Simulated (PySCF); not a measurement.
**Deuteron quadrupole couplings in 1-pentanethiol**

Species: 1-pentanethiol, C₅H₁₂S.
Cartesian coordinates in Å at the GFN2-xTB level; atoms count from 1:
```
atom  x, y, z in Å
C1    -2.768    0.373    0.254
C2    -1.384    0.707   -0.290
C3    -0.329   -0.280    0.203
C4     1.059    0.058   -0.338
C5     2.105   -0.922    0.165
S6     3.772   -0.556   -0.490
H7    -3.504    1.086   -0.108
H8    -2.768    0.402    1.342
H9    -3.070   -0.624   -0.061
H10   -1.107    1.717    0.021
H11   -1.409    0.693   -1.381
H12   -0.304   -0.267    1.295
H13   -0.604   -1.290   -0.110
H14    1.044    0.037   -1.431
H15    1.331    1.071   -0.029
H16    1.890   -1.935   -0.176
H17    2.166   -0.921    1.254
H18    3.871    0.657    0.049
```

Level: PBE0/pcSseg-1 (PySCF, non-relativistic); Q(2H) = 0.00286 b; rigid geometry, the same for H and D, with no vibrational averaging.

Problem. Rank these positions by the coupling χzz of a deuteron there, largest first.
A. H18 (S–H hydrogen)
B. H13 (methylene hydrogen)
C. H8 (methyl hydrogen)

Solution. C (212 kHz), B (204 kHz), A (166 kHz).

Problem. Tabulate Vzz, the asymmetry η and χzz = 234.96 MHz × Q × Vzz for every hydrogen position.

Solution. 
| atom | bonded to | bond length (Å) | Vzz (au) | η | χzz (kHz) |
| --- | --- | --- | --- | --- | --- |
| H7 | C1 | 1.087 | 0.3169 | 0.01 | 213 |
| H8 | C1 | 1.088 | 0.3150 | 0.02 | 212 |
| H9 | C1 | 1.088 | 0.3151 | 0.02 | 212 |
| H10 | C2 | 1.093 | 0.3034 | 0.02 | 204 |
| H11 | C2 | 1.092 | 0.3036 | 0.02 | 204 |
| H12 | C3 | 1.093 | 0.3022 | 0.03 | 203 |
| H13 | C3 | 1.093 | 0.3030 | 0.03 | 204 |
| H14 | C4 | 1.092 | 0.3010 | 0.02 | 202 |
| H15 | C4 | 1.094 | 0.3005 | 0.04 | 202 |
| H16 | C5 | 1.090 | 0.3055 | 0.04 | 205 |
| H17 | C5 | 1.091 | 0.3044 | 0.02 | 205 |
| H18 | S6 | 1.332 | 0.2476 | 0.18 | 166 |

Problem. Average by the element that carries the hydrogen.

Solution. on C: 206 kHz over 11 positions, mean bond length 1.091 Å; on S: 166 kHz over 1 position, mean bond length 1.332 Å.

Isolated species at its GFN2-xTB geometry (one conformer only). GFN2-xTB bond lengths can be off by several hundredths of an ångström, more for odd bonds, and the gradients follow them. With so small a basis the couplings can be 20 % off.
